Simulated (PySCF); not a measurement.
## How methods differ on the electron affinity of F

F⁻ [Ne] (1S) → F [He] 2s2 2p5 (2P), as a difference of total energies. Calculation: PySCF 2.14, in aug-cc-pVDZ; no relativity, point nucleus. Correlated levels: valence: 1s2 frozen. The calculations carry no spin-orbit coupling.

```
           method  electron affinity (eV)  plus first-order spin-orbit estimate  error of that sum (eV)
              UHF                   1.284                                 1.268                  -2.133
              LDA                   4.138                                 4.121                  +0.720
              PBE                   3.684                                 3.667                  +0.266
             PBE0                   3.292                                 3.275                  -0.126
           r2SCAN                   3.362                                 3.345                  -0.056
             BP86                   3.782                                 3.766                  +0.365
             TPSS                   3.454                                 3.438                  +0.037
          LC-wPBE                   3.563                                 3.547                  +0.146
             BLYP                   3.692                                 3.676                  +0.275
    MP2 (valence)                   3.544                                 3.528                  +0.127
SCS-MP2 (valence)                   3.362                                 3.345                  -0.056
```

Reference: 3.401 eV (measured; photodetachment measurements, as compiled on the Wikipedia data page of electron affinities).

A first-order spin-orbit estimate (lowest level to lowest level, LS coupling) adds -0.016 eV.

Errors of the correlated levels include the incompleteness of this basis and the frozen core.

In the anion the highest occupied orbital energy is positive at LDA, PBE, r2SCAN, BP86, TPSS, BLYP, a self-interaction effect; the basis confines that electron, and the energy difference can still be sensible.
